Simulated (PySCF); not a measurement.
# Gas-phase XPS of 1-chloro-1-fluoroethane, computed

1-chloro-1-fluoroethane, C2H4ClF.
Z-matrix (Å and degrees, PBE0-D3(BJ)/def2-SVP geometry), rows numbered from 1:
```
C 
C   1  1.5021
F   2  1.3551  1  110.15
Cl  2  1.7904  1  110.84  3   120.52
H   1  1.0989  2  109.63  3   -59.82
H   1  1.1002  2  109.28  3    59.76
H   1  1.0979  2  110.57  3   179.93
H   2  1.1009  1  112.97  3  -121.16
```

The calculation used delta-SCF UKS SCAN, pcX-2 on the ionised atom, pcseg-1 elsewhere, spin-free X2C in PySCF 2.14.0. Vertical ΔSCF values, vacuum level as zero.

**Question.** Give the core binding energies atom by atom.

**Answer.** 
```json
{"atom(s)": "Cl4", "environment": "chlorine on a fluorinated carbon", "level": "Cl 2p3/2", "binding energy (eV)": "206.26", "2p1/2 (eV)": "207.92", "above the level's lowest (eV)": "0.00", "count": "1"}
{"atom(s)": "C1", "environment": "methyl carbon", "level": "C 1s", "binding energy (eV)": "291.61", "2p1/2 (eV)": "–", "above the level's lowest (eV)": "0.00", "count": "1"}
{"atom(s)": "C2", "environment": "sp3 C–F carbon", "level": "C 1s", "binding energy (eV)": "294.92", "2p1/2 (eV)": "–", "above the level's lowest (eV)": "+3.31", "count": "1"}
{"atom(s)": "F3", "environment": "alkyl fluorine", "level": "F 1s", "binding energy (eV)": "693.20", "2p1/2 (eV)": "–", "above the level's lowest (eV)": "0.00", "count": "1"}
{"atom(s)": "Cl4", "environment": "chlorine on a fluorinated carbon", "level": "Cl 1s", "binding energy (eV)": "2828.84", "2p1/2 (eV)": "–", "above the level's lowest (eV)": "0.00", "count": "1"}
```

Lowest listed C 1s: C1, bonded to C and 3 H. Highest, 3.31 eV above it: C2, bonded to F, Cl, C and H.

**Question.** Express the binding energy of C 1s of C1 in atomic units and per mole.

**Answer.** 291.61 eV = 10.7165 Eh = 28136 kJ/mol.

Spin–orbit coupling isn't in the SCF: each 2p doublet comes from a relaxed spin-free hole plus a matrix of the shell (mean-field spin–orbit coupling and the ground-state 2p splitting), with 2p3/2 averaged over its two sublevels. 2p1/2 minus 2p3/2 (ligand field included): Cl 1.65 eV. Isolated species at its PBE0-D3(BJ)/def2-SVP geometry, gas phase.
